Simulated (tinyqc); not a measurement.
Inside a calculation. Method: RKS/LDA (VWN5) in the sto-3g basis, for H2O, spin multiplicity 1. One step of it, computed by the program tinyqc.

Problem. Iteration 2: building the Kohn-Sham matrix. J_ij = sum D_kl (ij|kl); F = H + J + V_xc; E = tr D H + tr D J / 2 + E_xc + E_nn.

D after iteration 1:
```
            1O 1s      1O 2s     1O 2px     1O 2py     1O 2pz      2H 1s      3H 1s
1O 1s    2.117407  -0.498050   0.005530   0.005221   0.010292  -0.009684  -0.002542
1O 2s   -0.498050   2.128637  -0.034983  -0.027306  -0.049806   0.006300  -0.023549
1O 2px   0.005530  -0.034983   1.997665   0.002543  -0.020262   0.047082   0.057564
1O 2py   0.005221  -0.027306   0.002543   1.810551  -0.015156   0.194470  -0.131270
1O 2pz   0.010292  -0.049806  -0.020262  -0.015156   1.944647   0.085500   0.069663
2H 1s   -0.009684   0.006300   0.047082   0.194470   0.085500   0.026035  -0.009731
3H 1s   -0.002542  -0.023549   0.057564  -0.131270   0.069663  -0.009731   0.013921
```

core Hamiltonian H = T + V (hartree):
```
             1O 1s      1O 2s     1O 2px     1O 2py     1O 2pz      2H 1s      3H 1s
1O 1s   -32.487863  -7.557640   0.000000   0.000672  -0.010403  -0.893098  -1.003473
1O 2s    -7.557640  -9.114337   0.000000   0.007822  -0.129135  -2.250065  -2.462112
1O 2px    0.000000   0.000000  -7.274069   0.000000   0.000000   0.000000   0.000000
1O 2py    0.000672   0.007822   0.000000  -7.373534   0.003452  -1.454489   1.570237
1O 2pz   -0.010403  -0.129135   0.000000   0.003452  -7.314533  -0.954438  -1.028836
2H 1s    -0.893098  -2.250065   0.000000  -1.454489  -0.954438  -4.102849  -0.634142
3H 1s    -1.003473  -2.462112   0.000000   1.570237  -1.028836  -0.634142  -4.235348
```

Two-electron integrals (ij|kl) in chemists' order, unique and non-zero (hartree):
```
(11|11) 4.785065    (21|11) 0.741380    (21|21) 0.136873    (22|11) 1.118947
(22|21) 0.256633    (22|22) 0.817206    (31|31) 0.024477    (32|31) 0.037809
(32|32) 0.180518    (33|11) 1.115814    (33|21) 0.256684    (33|22) 0.817023
(33|33) 0.880159    (41|41) 0.024477    (42|41) 0.037809    (42|42) 0.180518
(43|43) 0.047444    (44|11) 1.115814    (44|21) 0.256684    (44|22) 0.817023
(44|33) 0.785270    (44|44) 0.880159    (51|51) 0.024477    (52|51) 0.037809
(52|52) 0.180518    (53|53) 0.047444    (54|54) 0.047444    (55|11) 1.115814
(55|21) 0.256684    (55|22) 0.817023    (55|33) 0.785270    (55|44) 0.785270
(55|55) 0.880159    (61|11) 0.087762    (61|21) 0.016085    (61|22) 0.030033
(61|33) 0.029976    (61|41) 0.000605    (61|42) 0.001146    (61|44) 0.030101
(61|51) 0.000386    (61|52) 0.000731    (61|54) 0.000080    (61|55) 0.030027
(61|61) 0.001913    (62|11) 0.242387    (62|21) 0.056417    (62|22) 0.202581
(62|33) 0.198955    (62|41) 0.003553    (62|42) 0.028722    (62|44) 0.206542
(62|51) 0.002266    (62|52) 0.018323    (62|54) 0.004840    (62|55) 0.202043
(62|61) 0.006773    (62|62) 0.065557    (63|31) 0.005539    (63|32) 0.033548
(63|43) 0.005754    (63|53) 0.003670    (63|63) 0.008728    (64|11) 0.157668
(64|21) 0.037136    (64|22) 0.142420    (64|33) 0.136183    (64|41) 0.007562
(64|42) 0.052341    (64|44) 0.152692    (64|51) 0.001291    (64|52) 0.011988
(64|54) 0.006861    (64|55) 0.138219    (64|61) 0.004626    (64|62) 0.056089
(64|64) 0.056200    (65|11) 0.100581    (65|21) 0.023690    (65|22) 0.090854
(65|33) 0.086875    (65|41) 0.001291    (65|42) 0.011988    (65|44) 0.090066
(65|51) 0.006362    (65|52) 0.041196    (65|54) 0.007789    (65|55) 0.095515
(65|61) 0.002951    (65|62) 0.035781    (65|64) 0.030284    (65|65) 0.028047
(66|11) 0.422023    (66|21) 0.099775    (66|22) 0.413035    (66|33) 0.397813
(66|41) 0.007196    (66|42) 0.082513    (66|44) 0.429935    (66|51) 0.004590
(66|52) 0.052637    (66|54) 0.020491    (66|55) 0.410885    (66|61) 0.012039
(66|62) 0.178742    (66|64) 0.174752    (66|65) 0.111480    (66|66) 0.774606
(71|11) 0.098661    (71|21) 0.018081    (71|22) 0.033750    (71|33) 0.033685
(71|41) -0.000688   (71|42) -0.001302   (71|44) 0.033828    (71|51) 0.000439
(71|52) 0.000830    (71|54) -0.000091   (71|55) 0.033743    (71|61) 0.002115
(71|62) 0.007344    (71|64) 0.004648    (71|65) 0.003206    (71|66) 0.012968
(71|71) 0.002418    (72|11) 0.266212    (72|21) 0.061938    (72|22) 0.221647
(72|33) 0.217701    (72|41) -0.003914   (72|42) -0.031292   (72|44) 0.225960
(72|51) 0.002496    (72|52) 0.019956    (72|54) -0.005267   (72|55) 0.221060
(72|61) 0.007175    (72|62) 0.054465    (72|64) 0.032908    (72|65) 0.028725
(72|66) 0.116128    (72|71) 0.008358    (72|72) 0.077648    (73|31) 0.006153
(73|32) 0.036997    (73|43) -0.006314   (73|53) 0.004027    (73|63) 0.006955
(73|73) 0.010468    (74|11) -0.171091   (74|21) -0.040288   (74|22) -0.153945
(74|33) -0.147147   (74|41) 0.008364    (74|42) 0.057304    (74|44) -0.165168
(74|51) -0.001410   (74|52) -0.012951   (74|54) 0.007466    (74|55) -0.149341
(74|61) -0.004485   (74|62) -0.032352   (74|64) -0.013123   (74|65) -0.016790
(74|66) -0.064952   (74|71) -0.005649   (74|72) -0.065593   (74|74) 0.065261
(75|11) 0.109109    (75|21) 0.025692    (75|22) 0.098174    (75|33) 0.093839
(75|41) -0.001410   (75|42) -0.012951   (75|44) 0.097279    (75|51) 0.007052
(75|52) 0.045256    (75|54) -0.008507   (75|55) 0.103291    (75|61) 0.003096
(75|62) 0.028463    (75|64) 0.016894    (75|65) 0.021745    (75|66) 0.065590
(75|71) 0.003602    (75|72) 0.041830    (75|74) -0.034943   (75|75) 0.032752
(76|11) 0.062832    (76|21) 0.014751    (76|22) 0.057289    (76|33) 0.056060
(76|41) 0.000010    (76|42) 0.000137    (76|44) 0.057359    (76|51) 0.000942
(76|52) 0.009018    (76|54) 0.000028    (76|55) 0.058384    (76|61) 0.001748
(76|62) 0.018031    (76|64) 0.013604    (76|65) 0.011102    (76|66) 0.051130
(76|71) 0.001963    (76|72) 0.019451    (76|74) -0.014364   (76|75) 0.011840
(76|76) 0.006246    (77|11) 0.438534    (77|21) 0.103652    (77|22) 0.427434
(77|33) 0.411246    (77|41) -0.007696   (77|42) -0.086941   (77|44) 0.445406
(77|51) 0.004908    (77|52) 0.055444    (77|54) -0.021785   (77|55) 0.425138
(77|61) 0.011986    (77|62) 0.109657    (77|64) 0.062163    (77|65) 0.062660
(77|66) 0.257883    (77|71) 0.014070    (77|72) 0.197849    (77|74) -0.190829
(77|75) 0.121696    (77|76) 0.051130    (77|77) 0.774606
```

nuclear repulsion = 7.23947879 hartree

V_xc (hartree):
```
            1O 1s      1O 2s     1O 2px     1O 2py     1O 2pz      2H 1s      3H 1s
1O 1s   -2.947775  -0.427690   0.000185   0.000197   0.000247  -0.050887  -0.057220
1O 2s   -0.427690  -0.835046   0.000891   0.000352  -0.001521  -0.183882  -0.201229
1O 2px   0.000185   0.000891  -0.831674  -0.000023   0.000453   0.000045   0.000025
1O 2py   0.000197   0.000352  -0.000023  -0.827780   0.000263  -0.121001   0.130243
1O 2pz   0.000247  -0.001521   0.000453   0.000263  -0.831409  -0.077680  -0.083813
2H 1s   -0.050887  -0.183882   0.000045  -0.121001  -0.077680  -0.279268  -0.044222
3H 1s   -0.057220  -0.201229   0.000025   0.130243  -0.083813  -0.044222  -0.280167
```

E_xc = sum of w rho eps_xc = -9.47207013 hartree

Give: Coulomb J; Kohn-Sham matrix F; total energy of this density.

Solution.

Coulomb J (hartree):
```
         1O 1s   1O 2s  1O 2px  1O 2py  1O 2pz   2H 1s   3H 1s
1O 1s   18.337   3.490  -0.001  -0.001   0.000   0.410   0.461
1O 2s    3.490   8.685  -0.005  -0.001   0.005   2.093   2.291
1O 2px  -0.001  -0.005   8.679   0.000  -0.001  -0.001  -0.001
1O 2py  -0.001  -0.001   0.000   8.675   0.000   1.450  -1.566
1O 2pz   0.000   0.005  -0.001   0.000   8.679   0.927   1.001
2H 1s    0.410   2.093  -0.001   1.450   0.927   4.168   0.583
3H 1s    0.461   2.291  -0.001  -1.566   1.001   0.583   4.300
```

Kohn-Sham matrix F (hartree):
```
          1O 1s   1O 2s  1O 2px  1O 2py  1O 2pz   2H 1s   3H 1s
1O 1s   -17.098  -4.495  -0.001   0.000  -0.010  -0.534  -0.599
1O 2s    -4.495  -1.264  -0.004   0.007  -0.125  -0.341  -0.373
1O 2px   -0.001  -0.004   0.573   0.000  -0.001  -0.001  -0.001
1O 2py    0.000   0.007   0.000   0.473   0.004  -0.125   0.134
1O 2pz   -0.010  -0.125  -0.001   0.004   0.533  -0.105  -0.112
2H 1s    -0.534  -0.341  -0.001  -0.125  -0.105  -0.214  -0.096
3H 1s    -0.599  -0.373  -0.001   0.134  -0.112  -0.096  -0.216
```

total energy of this density = -73.76785 hartree
